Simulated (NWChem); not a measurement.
# F anion

Program: NWChem. Level: PBE0/def2-SVPD with COSMO at NWChem's default radii, gas-phase geometry; rows give the dielectric constant. Reactions with the solvent are ignored.

```json
[
 {"dielectric constant": "1.5", "electrostatic solvation energy (kcal/mol)": "-29.8"},
 {"dielectric constant": "2.0", "electrostatic solvation energy (kcal/mol)": "-44.8"},
 {"dielectric constant": "2.4", "electrostatic solvation energy (kcal/mol)": "…"},
 {"dielectric constant": "4.8", "electrostatic solvation energy (kcal/mol)": "-71.1"},
 {"dielectric constant": "11.7", "electrostatic solvation energy (kcal/mol)": "-82.2"}
]
```

Task: Complete the blanks.

Result: 
- 2.4, electrostatic solvation energy (kcal/mol): -52.3
